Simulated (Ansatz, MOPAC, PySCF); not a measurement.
System: C₂H₆S, charge 0, multiplicity 1. SMILES: CSC
Geometry: optimised at B3LYP-D3(BJ)/def2-TZVP (Ansatz, a program for electronic structure).

Quantity: enthalpy of formation at 298 K, in kcal/mol. Terms: frozen cores in correlated levels; UHF or UKS for open shells; dispersion terms only where a functional's name holds one; non-relativistic; PM7 with its own dispersion and hydrogen-bond terms; no spin-orbit coupling; six Cartesian d functions in 6-31G* and its kin unless marked 5d; 6-311+G** with 5d, 6d on Na to Ar in Ansatz. Basis-set limits of correlation are two-point, X^-3; Hartree-Fock from the larger set. [CCSD(T)-MP2]/basis is that difference in the basis named. Ab initio and DFT rows: single points at B3LYP-D3(BJ) geometries (Ansatz), with unscaled harmonic terms from B3LYP/6-31G* at its own minima, enthalpies of formation by atomisation with measured atoms. Semi-empirical rows: MOPAC heats of formation at their own minima for 298 K.

Measured values: G2/97 table in ASE (Curtiss et al.); they hold spin-orbit and core effects, anharmonicity. 

Value to compare with, the measured value: -8.9 kcal/mol.

```
level                                                                             program  enthalpy of formation at 298 K (kcal/mol)  error
-------------------------------------------------------------------------  --------------  -----------------------------------------  -----
PM7                                                                                 MOPAC                                       -7.4    1.5
HF/6-31G*                                                                          Ansatz                                      189.6  198.5
HF/6-311+G**                                                                       Ansatz                                      191.7  200.6
PBE/3-21G                                                                          Ansatz                                       -4.5    4.4
BP86/6-31G* (5d)                                                                    PySCF                                      -28.0  -19.1
B3LYP/6-31G                                                                        Ansatz                                       22.1   31.0
B3LYP/6-31G*                                                                       Ansatz                                       -2.7    6.2
B3LYP/6-31G**                                                                      Ansatz                                       -8.1    0.8
B3LYP/def2-SVP                                                                     Ansatz                                       -2.0    6.9
PBE0/6-311+G**                                                                     Ansatz                                       -3.2    5.7
M06-2X/6-311+G**                                                                    PySCF                                       -1.4    7.5
MP2/3-21G                                                                          Ansatz                                      114.0  122.9
MP2/6-31G*                                                                         Ansatz                                       61.4   70.3
PBE/def2-TZVPD                                                                     Ansatz                                      -16.7   -7.8
r2SCAN-D4/def2-TZVPD                                                       Ansatz + dftd4                                       -9.3   -0.4
RI-MP2/CBS(aug-cc-pV(T+d)Z,aug-cc-pV(Q+d)Z)+[CCSD(T)-MP2]/aug-cc-pV(T+d)Z          Ansatz                                       -9.4   -0.5
```

12 of the 13 habitual levels lie above the measured value; their mean absolute error is 52.0 kcal/mol, the median 7.5.

The levels are drawn from those run, B3LYP/6-31G* more often than the rest, none by its result; runs whose electronic state is in doubt are left out.
